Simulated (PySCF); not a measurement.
Point-charge models of `P(C)(C)C#C` against its computed dipole.

Coordinates (GFN2-xTB, Å) and charges (e) from the PBE0/pcSseg-1 density (PySCF):

```tsv
atom	x	y	z	Mulliken	IAO	Hirshfeld	ESP-fitted
C1	2.290	-0.524	-0.814	-0.3590	-0.2241	-0.1061	-0.5756
C2	1.413	-0.413	0.001	-0.0436	-0.2719	-0.1133	+0.2615
P3	0.228	-0.313	1.313	+0.3979	+0.5707	+0.1866	-0.1358
C4	-0.277	1.453	1.028	-0.4609	-0.6035	-0.1617	-0.3630
C5	-1.178	-1.127	0.411	-0.4608	-0.6034	-0.1617	-0.2956
H6	3.031	-0.605	-1.555	+0.0511	+0.2011	+0.0931	+0.3432
H7	-0.502	1.635	-0.022	+0.1443	+0.1497	+0.0415	+0.1107
H8	0.531	2.111	1.343	+0.1537	+0.1622	+0.0456	+0.1353
H9	-1.156	1.670	1.633	+0.1397	+0.1536	+0.0443	+0.1640
H10	-1.318	-0.692	-0.578	+0.1443	+0.1497	+0.0415	+0.0917
H11	-0.971	-2.191	0.311	+0.1537	+0.1622	+0.0456	+0.1167
H12	-2.089	-1.004	0.995	+0.1397	+0.1536	+0.0444	+0.1470
```

Q: Form Σ q r in debye for every column and set it beside the full dipole.

A: The full density gives (-0.90, 0.51, -0.84) D, 1.33 D in size; dipole vectors point from the negative to the positive end.

| scheme | μx | μy | μz | size (D) | share of the full size (%) | angle to the full dipole (°) |
| --- | --- | --- | --- | --- | --- | --- |
| Mulliken | -3.61 | 0.56 | 2.91 | 4.67 | 351 | 80 |
| IAO | -0.59 | -0.18 | 1.60 | 1.71 | 129 | 113 |
| Hirshfeld | -0.40 | 0.00 | 0.58 | 0.70 | 53 | 98 |
| ESP-fitted | -0.99 | 0.52 | -0.78 | 1.36 | 102 | 4 |

Q: Which set comes closest?

A: Length of the difference vector: ESP-fitted 0.11 D, Hirshfeld 1.59 D, IAO 2.55 D, Mulliken 4.63 D. Closest: ESP-fitted. The schemes that divide the density aren't constrained to reproduce the dipole.

Q: What is left for the Hirshfeld atoms' own dipoles?

A: The Hirshfeld atoms' densities add up to the full density, so μ = Σ q r + Σ (atomic dipoles). The atomic dipoles sum to (-0.90, 0.51, -0.84) − (-0.40, 0.00, 0.58) = (-0.50, 0.51, -1.42) D, 1.59 D in size.

Q: With the origin at the mean of the coordinates, (0.000, 0.000, 0.339) Å, which are the largest single terms, by size, of the Mulliken dipole along the direction of the full one?

A: C1 +1.76, P3 -1.70, H10 +0.83, H7 +0.83, C4 -0.70 D; all 12 atoms together +0.82 D. The single terms depend on the origin, their sum doesn't.

Q: Give the size of the full dipole in other units.

A: 1.33 D = 0.523 au = 0.277 e·Å = 4.44 × 10⁻³⁰ C·m.

Geometry: GFN2-xTB; no solvent, vibrations or thermal averaging.
